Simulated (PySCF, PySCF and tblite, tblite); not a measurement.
# 4-penten-1-ol (C₅H₁₀O): a path driven as rotation about a bond, and NMR exchange, part 2 of 2

PySCF and tblite. Atoms count from 0. The steps go on from the part before.

### Step 7. Shieldings, saddle of leg 1: PBE0/pcSseg-1

Job settings and geometry (Å):

```
{"job": {"kind": "nmr", "xc": "PBE0", "basis": "pcSseg-1", "pop": false}, "charge": 0, "multiplicity": 1}
C      2.632246     0.973040    -0.174345
C      1.783290     0.006961    -0.468751
C      0.603372    -0.370964     0.369011
C     -0.704818    -0.188040    -0.407319
C     -1.944764    -0.572193     0.422407
O     -2.820452     0.507663     0.647816
H      2.530256     1.561508     0.723028
H      3.466961     1.215417    -0.809966
H      1.906307    -0.568768    -1.377844
H      0.577383     0.239524     1.272863
H      0.694382    -1.420672     0.663967
H     -0.791259     0.862471    -0.696404
H     -0.665576    -0.782792    -1.322390
H     -1.647024    -0.902833     1.419908
H     -2.485651    -1.398199    -0.060995
H     -3.134654     0.837877    -0.200988
```

The program printed:

```text
coarse grid: 12720 points
cycle   1  E = -271.2453705392  dE =  5.799e-01  |g| = 6.573e-01  |ddm| = 3.345e+00
cycle   2  E = -271.1943999681  dE =  5.097e-02  |g| = 8.622e-01  |ddm| = 1.148e+00
cycle   3  E = -271.3321308816  dE = -1.377e-01  |g| = 8.004e-02  |ddm| = 6.986e-01
cycle   4  E = -271.3332899260  dE = -1.159e-03  |g| = 2.881e-02  |ddm| = 7.727e-02
cycle   5  E = -271.3334841810  dE = -1.943e-04  |g| = 5.258e-03  |ddm| = 2.685e-02
cycle   6  E = -271.3334887088  dE = -4.528e-06  |g| = 2.818e-03  |ddm| = 6.289e-03
final grid: 120968 points
cycle   7  E = -271.3810542973  dE = -2.967e-05  |g| = 1.102e-02  |ddm| = 2.523e-02
cycle   8  E = -271.3810243984  dE =  2.990e-05  |g| = 1.585e-02  |ddm| = 2.084e-02
cycle   9  E = -271.3810824227  dE = -5.802e-05  |g| = 1.807e-03  |ddm| = 1.274e-02
cycle  10  E = -271.3810832279  dE = -8.052e-07  |g| = 2.264e-04  |ddm| = 1.419e-03
cycle  11  E = -271.3810832354  dE = -7.532e-09  |g| = 1.423e-04  |ddm| = 2.585e-04
cycle  12  E = -271.3810832396  dE = -4.137e-09  |g| = 1.557e-05  |ddm| = 1.042e-04
cycle  13  E = -271.3810832396  dE = -4.610e-11  |g| = 5.744e-06  |ddm| = 1.828e-05
converged SCF energy = -271.3810832396

GIAO shielding tensors (ppm)
atom      isotropic    diamagn.    paramagn.     s11        s22        s33       span
  0 C       65.935     253.255    -187.321    -45.721     86.139    157.385    203.107
  1 C       38.615     256.154    -217.539    -85.453     46.347    154.950    240.403
  2 C      146.156     248.252    -102.095    123.297    141.846    173.325     50.028
  3 C      145.864     250.381    -104.517    114.827    148.549    174.214     59.387
  4 C      119.241     242.532    -123.291     91.309    111.355    155.061     63.752
  5 O      281.480     386.103    -104.622    238.035    274.748    331.657     93.622
  6 H       26.223      31.484      -5.261     22.889     25.628     30.152      7.263
  7 H       26.468      28.459      -1.991     23.606     25.448     30.350      6.744
  8 H       25.637      31.389      -5.752     23.136     25.022     28.753      5.617
  9 H       29.453      33.159      -3.706     26.100     29.538     32.720      6.620
 10 H       29.579      31.543      -1.963     25.762     29.072     33.905      8.143
 11 H       30.540      33.478      -2.938     27.041     30.863     33.715      6.674
 12 H       29.733      32.975      -3.243     25.815     29.862     33.521      7.706
 13 H       28.297      29.377      -1.080     23.999     29.708     31.185      7.187
 14 H       27.424      29.096      -1.672     22.328     28.160     31.784      9.455
 15 H       31.598      31.279       0.319     23.479     29.447     41.867     18.387
```

It took 31 s on 1 thread of Arm Neoverse N1, shared host; peak memory 0.74 GiB.

This run: HOMO -7.34 eV, LUMO 0.46 eV; dipole 1.64 D.

The fields below are evaluated on a grid from the run's orbitals.

Frontier orbitals at PBE0/pcSseg-1, with the share of their density that lies nearest to each atom:

```
orbital  energy (eV)                                            lies on
   HOMO        -7.34            C0, C1 about 24 % each; O5 19 %; C3 7 %
   LUMO         0.46  C0, C1 about 31 % each; H6, H7, H8 about 9 % each
```

ELF in a plane through or near 5 of the atoms.

Ten even steps from '0' (0.00) to '9' (1.00):
```
0000000000000000000000000000
0000000000000000000000000000
0000000000000000000000000000
0000000000000000000000000000
0000000013200000000220000000
0000000047710000003996000000
0000000168830013107999300000
0000000157752345328999300000
0000243461275773777994000000
0003898585276872872630000000
0004999248564673873531000000
0004999237521245336776410000
0001676666200023027457410000
0000012786100000048776300000
0000001674100000057763100000
0000000231000000024431000000
0000000000000000002210000000
0000000000000000000000000000
0000000000000000000000000000
0000000000000000000000000000
```
The map spans 12.6 Å across and 7.9 Å up, centred on the molecule. Atoms in the plane (x, y in Å): C0 (-2.8, -0.5), C1 (-1.8, 0.4), C3 (0.7, 0.2), O5 (2.7, -1.1), H14 (2.7, 1.0).

log10 of the density (e/Å³) in the same plane.

Ten even steps from ' ' (-4.0) to '@' (1.3):
```
                                                        
                                                        
                ................      ..                
            ..::::----::::::::::::::::::::..            
            ..----====------------::------::..          
          ..::====++++++==============++==--::..        
      ..::::--==++******++++++++++++******==--::        
      ::----==++**######************######++--::        
    ..--==++++**##%%@@####################++--::        
    ..--++****##%%%%%%######%%%%%%##%%##**++--::        
    ..==++**##%%%%%%####################**++==--..      
    ..==++**##@@@@##**********##****##%%%%**++--..      
    ..--==****####**++++==++++++++**%%@@@@##++==::      
      ::--==++******++==--========**##%%%%**++--..      
      ..::--==++++++==--::------==++**####++==--..      
        ..::--====----::......::--==++++++==--..        
        ....::------::..    ....::--======--::          
            ..........            ..::::::..            
                                                        
                                                        
```
The map spans 12.6 Å across and 7.9 Å up, centred on the molecule. Atoms in the plane (x, y in Å): C0 (-2.8, -0.5), C1 (-1.8, 0.4), C3 (0.7, 0.2), O5 (2.7, -1.1), H14 (2.7, 1.0).

On the surface of density 0.002 e/bohr³ the electrostatic potential runs, from the 1st to the 99th percentile, from -1.66 V near O5 to 1.90 V near H15.

### Step 8. Shieldings, end: PBE0/pcSseg-1

Job settings and geometry (Å):

```
{"job": {"kind": "nmr", "xc": "PBE0", "basis": "pcSseg-1", "pop": false}, "charge": 0, "multiplicity": 1}
C      2.738424     0.784974    -0.110311
C      1.737702     0.038536    -0.536758
C      0.594725    -0.415553     0.314215
C     -0.737720     0.112243    -0.223119
C     -1.918239    -0.379053     0.615257
O     -3.150184     0.148626     0.184699
H      2.800566     1.116491     0.913424
H      3.540077     1.092987    -0.759728
H      1.697321    -0.279652    -1.570978
H      0.736422    -0.074078     1.340949
H      0.563517    -1.509492     0.321041
H     -0.728399     1.204180    -0.216960
H     -0.869186    -0.216360    -1.258780
H     -1.808324    -0.048851     1.650945
H     -1.947532    -1.479578     0.605369
H     -3.278743    -0.080775    -0.742557
```

The program printed:

```text
coarse grid: 12720 points
cycle   1  E = -271.2524747492  dE =  5.833e-01  |g| = 6.519e-01  |ddm| = 3.352e+00
cycle   2  E = -271.2059258473  dE =  4.655e-02  |g| = 8.462e-01  |ddm| = 1.203e+00
cycle   3  E = -271.3377899448  dE = -1.319e-01  |g| = 8.131e-02  |ddm| = 7.403e-01
cycle   4  E = -271.3389952028  dE = -1.205e-03  |g| = 2.881e-02  |ddm| = 8.063e-02
cycle   5  E = -271.3391892103  dE = -1.940e-04  |g| = 5.732e-03  |ddm| = 2.833e-02
cycle   6  E = -271.3391943426  dE = -5.132e-06  |g| = 3.330e-03  |ddm| = 6.891e-03
cycle   7  E = -271.3391971107  dE = -2.768e-06  |g| = 4.722e-04  |ddm| = 2.665e-03
final grid: 120968 points
cycle   8  E = -271.3865262843  dE = -3.683e-05  |g| = 9.867e-03  |ddm| = 2.511e-02
cycle   9  E = -271.3865140178  dE =  1.227e-05  |g| = 1.275e-02  |ddm| = 1.701e-02
cycle  10  E = -271.3865480452  dE = -3.403e-05  |g| = 1.326e-03  |ddm| = 9.807e-03
cycle  11  E = -271.3865483993  dE = -3.541e-07  |g| = 1.502e-04  |ddm| = 1.076e-03
cycle  12  E = -271.3865484016  dE = -2.302e-09  |g| = 1.091e-04  |ddm| = 1.808e-04
cycle  13  E = -271.3865484045  dE = -2.888e-09  |g| = 2.179e-05  |ddm| = 9.670e-05
cycle  14  E = -271.3865484046  dE = -1.147e-10  |g| = 4.772e-06  |ddm| = 2.187e-05
converged SCF energy = -271.3865484046

GIAO shielding tensors (ppm)
atom      isotropic    diamagn.    paramagn.     s11        s22        s33       span
  0 C       65.809     253.205    -187.395    -45.812     86.323    156.917    202.729
  1 C       39.118     255.998    -216.880    -84.534     47.276    154.612    239.145
  2 C      150.704     249.074     -98.370    137.036    147.731    167.344     30.308
  3 C      146.192     250.499    -104.308    123.339    144.606    170.630     47.292
  4 C      117.546     244.367    -126.821     85.529    107.990    159.120     73.591
  5 O      290.002     385.635     -95.633    250.860    291.635    327.511     76.651
  6 H       26.291      31.392      -5.102     22.952     25.641     30.279      7.327
  7 H       26.460      28.539      -2.079     23.565     25.422     30.394      6.829
  8 H       25.584      31.620      -6.036     23.173     24.865     28.715      5.543
  9 H       29.906      33.371      -3.465     26.073     29.765     33.880      7.806
 10 H       29.675      31.915      -2.241     25.781     29.162     34.080      8.299
 11 H       30.010      32.744      -2.734     26.704     29.993     33.333      6.629
 12 H       30.366      33.526      -3.160     26.853     30.493     33.751      6.897
 13 H       27.936      29.641      -1.705     23.348     29.274     31.187      7.840
 14 H       27.772      30.179      -2.407     22.876     29.121     31.319      8.443
 15 H       31.656      31.245       0.411     23.165     29.603     42.200     19.034
```

It took 24 s on 1 thread of Arm Neoverse N1, shared host; peak memory 0.74 GiB.

In short: HOMO -7.38 eV, LUMO 0.44 eV; dipole 1.58 D.

### Step 9. Kinetics and line shapes

Job settings and geometry (Å):

```
{"job": {"smiles": "C=CCCCO", "charge": 0, "mult": 1, "motion": "rotation", "what": "single bond", "atoms": [3, 4], "drives": [{"terms": [["t", [2, 3, 4, 5], 0.1111111111111111], ["t", [2, 3, 4, 13], 0.1111111111111111], ["t", [2, 3, 4, 14], 0.1111111111111111], ["t", [11, 3, 4, 5], 0.1111111111111111], ["t", [11, 3, 4, 13], 0.1111111111111111], ["t", [11, 3, 4, 14], 0.1111111111111111], ["t", [12, 3, 4, 5], 0.1111111111111111], ["t", [12, 3, 4, 13], 0.1111111111111111], ["t", [12, 3, 4, 14], 0.1111111111111111]], "by": 120, "n": 8}], "study": "path", "level": {"kind": "nmr", "xc": "PBE0", "basis": "pcSseg-1"}, "fields": [600, 700, 800], "first": 1, "seed": 443, "kind": "path"}, "charge": 0, "multiplicity": 1}
C      2.484469     1.113765    -0.182385
C      1.757969     0.023456    -0.338040
C      0.513455    -0.283202     0.430613
C     -0.694640    -0.428950    -0.499952
C     -1.986926    -0.650486     0.287237
O     -2.301590     0.423211     1.140850
H      2.222199     1.870032     0.539694
H      3.374450     1.297082    -0.760214
H      2.041699    -0.721018    -1.071588
H      0.314624     0.506371     1.157113
H      0.647373    -1.220619     0.977891
H     -0.793478     0.476552    -1.106533
H     -0.546279    -1.271654    -1.177530
H     -1.886694    -1.519846     0.941425
H     -2.815951    -0.836926    -0.412841
H     -2.338279     1.231176     0.616231
```

The program printed:

```text
stationary points (kcal/mol above the start)
  n  kind          group   xTB      DFT    lowest mode
  0  minimum      C1       0.00     0.00      60.5
  1  saddle       C1       2.52     4.09    -110.2
  2  minimum      C1       0.21     0.66      60.9

GFN2-xTB energies: T/K, barrier G, reaction G (kcal/mol), k forward, k back (1/s)
 150.00     2.58     0.14   5.48e+08    8.8e+08
 200.00     2.67     0.12   5.07e+09   6.92e+09
 250.00     2.77     0.10   1.96e+10   2.41e+10
 298.15     2.89     0.08   4.72e+10   5.43e+10
 350.00     3.03     0.06   9.36e+10   1.02e+11
 400.00     3.17     0.04   1.54e+11   1.61e+11
 500.00     3.49    -0.01    3.1e+11   3.08e+11

PBE0/pcSseg-1 + D3(BJ) energies: T/K, barrier G, reaction G (kcal/mol), k forward, k back (1/s)
 150.00     4.15     0.59   2.78e+06      2e+07
 200.00     4.24     0.57   9.64e+07   4.04e+08
 250.00     4.35     0.55   8.22e+08   2.48e+09
 298.15     4.47     0.53   3.31e+09   8.07e+09
 350.00     4.60     0.51   9.72e+09   2.01e+10
 400.00     4.75     0.48   2.12e+10   3.89e+10
 500.00     5.07     0.44   6.36e+10   9.87e+10
```

Run time: 93 s. Hardware: 1 thread of Arm Neoverse N1, shared host; peak memory 0.74 GiB. This counts the whole study up to here.

Barriers by level (kcal/mol; entropies in cal/(mol K)). Zero-point and thermal terms come from xTB in every row. ΔG‡ leaves symmetry out; the rate counts one path; effective ΔG‡, where given, is the barrier that would give that rate by Eyring's equation alone:

```
                 level   ΔE‡  with zero-point   ΔH‡   ΔS‡  ΔG‡ (298 K)  ΔE of reaction  k at 298 K (1/s)  effective ΔG‡
              GFN2-xTB  2.52             2.45  2.00  -3.0         2.89            0.21           4.7e+10           2.89
PBE0/pcSseg-1 + D3(BJ)  4.09             4.03  3.57  -3.0         4.47            0.66           3.3e+09           4.47
```

Sites that the driver pairs across this motion, and where their lines would merge (no couplings; faster rotations or exchange between molecules can average them sooner):

```csv
nucleus,sites: shielding (ppm),proton frequency (MHz),spread (Hz),coalescence (K),lines at 298 K
1H,H9: 29.02; H9 (end): 29.91,800,707,not given,–
17O,O5: 295.4; O5 (end): 290.0,800,582,not given,–
1H,H11: 30.61; H11 (end): 30.01,800,477,not given,–
1H,H15: 32.17; H15 (end): 31.66,800,414,not given,–
13C,C4: 119.3; C4 (end): 117.5,800,360,not given,–
1H,H14: 27.46; H14 (end): 27.77,800,248,not given,–
13C,C2: 149.6; C2 (end): 150.7,800,225,not given,–
1H,H12: 30.09; H12 (end): 30.37,800,221,not given,–
```

A dash: the driver gave no coalescence for this row (it judged the minor form too scarce).

Rows that set an atom against itself at the end compare its shielding in the two forms.

Lines of quadrupolar nuclei are broad, so their coalescence could hardly be seen.

### Step 10. Summary of results

This closing draws on all 2 parts.

```
                        quantity                             value
barrier (PBE0/pcSseg-1 + D3(BJ))  ΔE‡ 4.1, ΔG‡(298 K) 4.5 kcal/mol
              barrier (GFN2-xTB)                  ΔE‡ 2.5 kcal/mol
                   rate at 298 K                       3.3e+09 s⁻¹
                 end of the path       0.7 kcal/mol from the start
```

**Reading.** DFT puts the top 4.1 kcal/mol above the start (xTB: 2.5); the rate from the DFT barrier is 3.3e+09 s⁻¹ at 298 K. An error of 1.4 kcal/mol changes that rate tenfold.
